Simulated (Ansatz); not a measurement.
`CCS`: measurement beside calculation (Ansatz, PBE0-D4/def2-TZVP geometry).

```xyz
9

C    -0.906    0.179    0.272
C     0.567   -0.158    0.352
S     1.536    0.408   -1.072
H    -1.055    1.254    0.153
H    -1.424   -0.145    1.180
H    -1.378   -0.320   -0.578
H     1.034    0.341    1.205
H     0.725   -1.230    0.487
H     0.901   -0.328   -1.999
```

Enthalpy of formation at 298 K: -11.1 kcal/mol (zero for an element's reference state; older measured values of the G2 set, as listed by Staroverov and co-workers, J. Chem. Phys. 119, 12129, 2003). With their computed zero-point and thermal terms and the atoms' enthalpies of Curtiss and co-workers (1997) it gives an electronic atomization energy of 768.6 kcal/mol.

| level | atomization (kcal/mol) | error | error per bond |
| --- | --- | --- | --- |
| LDA (SPW92) | 871.9 | 103.2 | 12.9 |
| PBE-D4 | 781.3 | 12.7 | 1.6 |
| revPBE-D4 | 766.2 | -2.5 | -0.3 |
| BLYP-D4 | 765.2 | -3.4 | -0.4 |
| r2SCAN-D4 | 771.1 | 2.5 | 0.3 |
| B97M-V | 773.0 | 4.3 | 0.5 |
| PBE0-D4 | 772.8 | 4.2 | 0.5 |
| B3LYP-D4 | 769.9 | 1.3 | 0.2 |
| r2SCANh-D4 | 768.3 | -0.3 | 0.0 |
| r2SCAN0-D4 | 764.3 | -4.3 | -0.5 |
| HSE06-D4 | 773.3 | 4.7 | 0.6 |
| BHLYP-D4 | 753.0 | -15.6 | -2.0 |
| CAM-B3LYP-D4 | 771.7 | 3.0 | 0.4 |
| ωB97X-V | 771.8 | 3.2 | 0.4 |
| ωB97M-V | 773.2 | 4.5 | 0.6 |
| B2PLYP | 761.6 | -7.0 | -0.9 |
| PBE-QIDH | 766.9 | -1.8 | -0.2 |
| PBE | 778.1 | 9.4 | 1.2 |
| revPBE | 754.8 | -13.8 | -1.7 |
| BLYP | 757.9 | -10.8 | -1.3 |
| r2SCAN | 770.4 | 1.7 | 0.2 |
| PBE0 | 770.2 | 1.5 | 0.2 |
| B3LYP | 764.7 | -3.9 | -0.5 |
| r2SCANh | 767.5 | -1.1 | -0.1 |
| r2SCAN0 | 763.4 | -5.2 | -0.7 |
| HSE06 | 770.9 | 2.2 | 0.3 |
| BHLYP | 749.4 | -19.3 | -2.4 |
| CAM-B3LYP | 769.0 | 0.4 | 0.0 |
| LC-ωPBE | 765.0 | -3.7 | -0.5 |
| HF/def2-TZVPP | 574.9 | -193.7 | -24.2 |
| MP2/def2-TZVPP | 756.3 | -12.3 | -1.5 |
| SCS-MP2/def2-TZVPP | 757.1 | -11.6 | -1.4 |
| CCSD/def2-TZVPP | 743.4 | -25.2 | -3.2 |
| CCSD(T)/def2-TZVPP | 752.5 | -16.1 | -2.0 |
| HF/def2-QZVPP | 575.6 | -193.0 | -24.1 |
| MP2/def2-QZVPP | 766.8 | -1.9 | -0.2 |
| SCS-MP2/def2-QZVPP | 768.8 | 0.1 | 0.0 |
| HF/CBS(def2) | 575.7 | -192.9 | -24.1 |
| MP2/CBS(def2) | 774.1 | 5.4 | 0.7 |
| CCSD/CBS(def2) | 761.2 | -7.5 | -0.9 |
| CCSD(T)/CBS(def2) | 770.3 | 1.6 | 0.2 |

Functionals use def2-TZVPP; B3LYP here is the variant with VWN-RPA as its local correlation; programs differ in this. The calculations leave out spin–orbit coupling, scalar relativity and, for the correlated methods, core correlation; together these are worth up to about 1 kcal/mol a heavy atom. HSE06 is defined as in plane-wave codes. CBS adds triple-zeta CCSD(T) − MP2 to the MP2 limit. T1 = 0.010.
